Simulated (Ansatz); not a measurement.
`[Li][OH]` + CH₃SH → `[Li][S]C` + H₂O  (ligand exchange at a Li–O bond)

Computed with Ansatz on PBE0-D4/def2-TZVP structures; ΔE is electronic, products minus reactants. CCSD(T)/CBS adds triple-zeta CCSD(T) − MP2 to the extrapolated MP2 energy (def2 sets, frozen cores). This one scheme is used for every species. For Li outer-core shells are correlated without core-valence functions, which leaves a few kJ/mol of doubt a bond.

`[Li][OH]`:

Cartesian coordinates in Å:
```
Li -0.322 0.962 -0.911
O 0.049 -0.146 0.139
H 0.273 -0.815 0.773
```

CH₃SH:

Z-matrix (Å, degrees):
```
C
S 1 1.806
H 1 1.089 2 111.5
H 1 1.089 2 111.5 3 -123.8
H 1 1.090 2 106.2 3 118.1
H 2 1.342 1 97.1 3 61.9
```

`[Li][S]C`:

Cartesian coordinates in Å:
```
Li -0.143 0.114 -2.597
S 1.039 0.172 -0.822
C -0.061 -0.039 0.617
H -0.629 -0.969 0.565
H 0.553 -0.073 1.519
H -0.758 0.795 0.718
```

H₂O:

Cartesian coordinates in Å:
```
O 0.288 0.238 -0.110
H -0.565 0.119 -0.533
H 0.277 -0.357 0.643
```

```json
{"species": "`[Li][OH]`", "MP2/def2-QZVPP energy (Eh)": "-83.28266"}
{"species": "CH₃SH", "MP2/def2-QZVPP energy (Eh)": "-438.15657"}
{"species": "`[Li][S]C`", "MP2/def2-QZVPP energy (Eh)": "-445.08925"}
{"species": "H₂O", "MP2/def2-QZVPP energy (Eh)": "-76.34932"}
```

Work out ΔE.

ΔE = (-445.08925) + (-76.34932) − (-83.28266) − (-438.15657) = 0.00066 Eh = +1.7 kJ/mol. CCSD(T)/CBS gives -0.8 kJ/mol.

Largest T1 diagnostic among the species: 0.013.

From PBE to PBE0 (25 % exact exchange), in def2-TZVPP and without D4, ΔE moves by −7.6 kJ/mol. In def2-TZVPP, CCSD(T) changes the Hartree–Fock value by +8.0 kJ/mol (the triples alone add −0.4 kJ/mol) and MP2 by +10.1 kJ/mol.
